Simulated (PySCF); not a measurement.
# Bond curve of BP

Set-up: PySCF, no relativity, basis sets B 6-31G(d,p), P 6-31G(d,p). Energies in eV from B + P in their ground configurations at the same level. State: ³Π (triplet), unpaired electrons σ ↑, π ↑.

All columns are PBE0. A positive dipole means B(−)P(+).

```json
{"R (Å)": "1.506", "E (eV)": "-2.287", "μ (D)": "-0.24", "Mulliken charge on B (basis-dependent)": "0.01", "HOMO (eV)": "-7.46", "LUMO (eV)": "-4.95", "Mayer bond order": "2.36", "⟨S²⟩": "2.01"}
{"R (Å)": "1.576", "E (eV)": "-2.980", "μ (D)": "-0.33", "Mulliken charge on B (basis-dependent)": "0.01", "HOMO (eV)": "-7.27", "LUMO (eV)": "-4.79", "Mayer bond order": "2.32", "⟨S²⟩": "2.01"}
{"R (Å)": "1.646", "E (eV)": "-3.365", "μ (D)": "-0.42", "Mulliken charge on B (basis-dependent)": "0.01", "HOMO (eV)": "-7.09", "LUMO (eV)": "-4.65", "Mayer bond order": "2.29", "⟨S²⟩": "2.01"}
{"R (Å)": "1.698", "E (eV)": "-3.500", "μ (D)": "-0.49", "Mulliken charge on B (basis-dependent)": "0.01", "HOMO (eV)": "-6.97", "LUMO (eV)": "-4.55", "Mayer bond order": "2.26", "⟨S²⟩": "2.01"}
{"R (Å)": "1.751", "E (eV)": "-3.535", "μ (D)": "-0.56", "Mulliken charge on B (basis-dependent)": "0.01", "HOMO (eV)": "-6.86", "LUMO (eV)": "-4.46", "Mayer bond order": "2.23", "⟨S²⟩": "2.01"}
{"R (Å)": "1.804", "E (eV)": "-3.493", "μ (D)": "-0.62", "Mulliken charge on B (basis-dependent)": "0.02", "HOMO (eV)": "-6.75", "LUMO (eV)": "-4.37", "Mayer bond order": "2.20", "⟨S²⟩": "2.01"}
{"R (Å)": "1.874", "E (eV)": "-3.347", "μ (D)": "-0.71", "Mulliken charge on B (basis-dependent)": "0.02", "HOMO (eV)": "-6.62", "LUMO (eV)": "-4.26", "Mayer bond order": "2.14", "⟨S²⟩": "2.01"}
{"R (Å)": "1.961", "E (eV)": "-3.070", "μ (D)": "-0.81", "Mulliken charge on B (basis-dependent)": "0.03", "HOMO (eV)": "-6.46", "LUMO (eV)": "-4.13", "Mayer bond order": "2.06", "⟨S²⟩": "2.01"}
{"R (Å)": "2.066", "E (eV)": "-2.665", "μ (D)": "-0.92", "Mulliken charge on B (basis-dependent)": "0.05", "HOMO (eV)": "-6.28", "LUMO (eV)": "-3.98", "Mayer bond order": "1.94", "⟨S²⟩": "2.01"}
{"R (Å)": "2.206", "E (eV)": "-2.095", "μ (D)": "-1.07", "Mulliken charge on B (basis-dependent)": "0.08", "HOMO (eV)": "-6.02", "LUMO (eV)": "-3.94", "Mayer bond order": "1.74", "⟨S²⟩": "2.02"}
```

A fit through these points gives, at Re = 1.746 Å, μ = -0.55 D and dμ/dR = -1.26 D/Å; the reduced mass is 8.122 u.

How strong is the fundamental in the double-harmonic approximation, I = 42.26·(dμ/dR)²/μred km/mol?

I = 42.26·(-1.26)²/8.122 = 8.26 km/mol at PBE0.

The state is the lowest determinant that a PBE0 search found; another state may lie lower at other levels.
